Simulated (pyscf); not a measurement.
Optimised with ωB97X-D3(BJ)/def2-SVP in PySCF. Correlated levels are frozen-core, on RHF or UHF. ΔMP2 is the change of the MP2 total energy from the triple- to the quadruple-zeta basis.

For the elementary gas-phase step AsH₂• + water (H₂O) → HO–AsH₂ + H atom (H•) (doublet surface; H–O broken, As–O formed), what barrier and reaction energy does CCSD(T)/def2-TZVPP + ΔMP2(QZVPP) give, measured from the separated reactants?

ΔE‡ = 223.9 kJ/mol, ΔE = +182.1 kJ/mol. Zero-point energy shifts the barrier by -9.8 kJ/mol. It is a substitution at O, with an imaginary mode of 1491i cm⁻¹. One saddle was located; it need not be the lowest between these sides. The angle at the attacked O is 152°. The CCSD(T) − MP2 part came from Ansatz, without density fitting, on the same reference. The frozen core leaves the outer d or s,p core shells of the metals and heavy elements correlated in the MP2 and CC values, and def2-TZVPP describes them poorly, which can shift differences by a few kcal/mol. Elements up to Kr have no core potential and no relativistic terms here.
